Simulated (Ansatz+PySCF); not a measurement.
Values are calculated unless marked as measured or tabulated.
Several solutions for singlet CH3F

```yaml
atoms:
  - { symbol: C, position_ang: [0.0000, 0.0000, -0.6187] }
  - { symbol: F, position_ang: [0.0000, 0.0000, 1.4264] }
  - { symbol: H, position_ang: [0.0000, -1.0360, -0.9966] }
  - { symbol: H, position_ang: [-0.8972, 0.5180, -0.9966] }
  - { symbol: H, position_ang: [0.8972, 0.5180, -0.9966] }
```

Basis set: STO-3G (spherical functions). Charge 0, multiplicity 1.

UHF was run from several starts with Ansatz (development build ahead of 0.2.0) and PySCF 2.14.0.

| run | program | start | converged | energy (hartree) | <S²> |
| --- | --- | --- | --- | --- | --- |
| A | Ansatz | search for the lowest state | yes | -137.06653 | 0.83 |
| B | PySCF | guess atom, instabilities followed | yes | -137.06653 | 0.83 |
| C | PySCF | guess huckel, instabilities followed | yes | -137.06653 | 0.83 |
| D | PySCF | program defaults | yes | -136.97553 | 0.00 |
| E | PySCF | guess minao, instabilities followed | yes | -137.06653 | 0.83 |
| F | Ansatz | atomic start, no search | yes | -136.97553 | 0.00 |
| G | PySCF | guess 1e, instabilities followed | yes | -137.06653 | 0.83 |
| H | Ansatz | stability test followed | yes | -137.06653 | 0.83 |

Which runs reached the lowest solution of this kind, and what is wrong with the others?

A, B, C, E, G, H reached the lowest solution found. Converged but too high: D by 2.48 eV, F by 2.48 eV. Convergence only shows a stationary point, and even a stable one can lie too high; stability tests and further starts are what find lower ones. Caution: the unrestricted determinant is a mixture of spin states.
